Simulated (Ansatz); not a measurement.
## Energy of Cu (space group No. 221) less that of fcc Cu, by level of theory

No measured value is used here.

```tsv
level (code)	value (meV/atom)
PBE (Ansatz)	470
PBEsol (Ansatz)	532
PBE-D3(BJ) (Ansatz)	556
r²SCAN (Ansatz)	507
```

Each level is taken at its own relaxed cell. Ansatz's density-functional and Hartree–Fock values are scalar-relativistic unless marked +SOC, with PAW data made under PBE.

Ansatz is a program for electronic structure.
